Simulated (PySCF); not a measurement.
## Energy profile

The step: Si₂H₆S ([SiH3][SiH2][SH]) → Si₂H₄ ([SiH][SiH3]) + H₂S (still joined by a long Si–S bond); bonds formed: S2–H3; bonds broken: Si1–H3; bonds weakened to dative contacts: Si1–S2 (atoms numbered as in the saddle structure below).

```
9
angstrom
Si -1.0554 -0.6220 0.1289
S 1.2530 -1.6114 0.0090
H -0.1430 -1.9158 -0.5678
H -1.0603 -0.6131 1.6341
Si -0.1458 1.4738 -0.4295
H 1.0100 -2.5184 0.9692
H 0.8633 1.9537 0.5546
H -1.2334 2.4867 -0.5364
H 0.5116 1.3665 -1.7622
```

Electronic energies by CCSD(T) at an estimated basis limit (MP2 extrapolated from triple and quadruple zeta, plus CCSD(T) − MP2 in triple zeta), on PBE0-D4/def2-TZVP structures; Si2H6S, singlet; no counterpoise correction. Program: PySCF 2.14 with density fitting (its default auxiliary sets; JK sets also for MP2 and CCSD(T)). Basis: def2-TZVPP and def2-QZVPP. Cores are frozen in the correlated methods. Extrapolation: Hartree–Fock as exp(−7.88 √X), correlation as X^−2.97.

Question: Give the profile in kJ/mol, counted from the start structure. (To be estimated.)

Answer: The calculation gives:
```
                                                                                                  point  kJ/mol
                                                                                        start structure     0.0
                                                                                                 saddle   261.0
                                                                                          end structure   207.8
separated: Si2H4 (linked as [SiH][SiH3]; Si1, H4, Si5, H7, H8, H9; singlet) + H2S (S2, H3, H6; singlet)   284.9
```

No T1 diagnostic of these runs exceeds 0.017. The restricted Hartree–Fock reference is unstable towards an unrestricted one at one or more of these structures.

Losses and insertions of silylenes and their heavier kin drive the gas-phase chemistry of silicon and germanium vapour deposition.

For scale, one of the runs: CCSD(T)/def2-TZVPP, 210 basis functions, launched by `OMP_NUM_THREADS=4 python run.py`. Hardware: 4 CPU threads of an Arm Neoverse V2, shared host. Wall time 6.1 min; peak host memory 2.3 GiB.
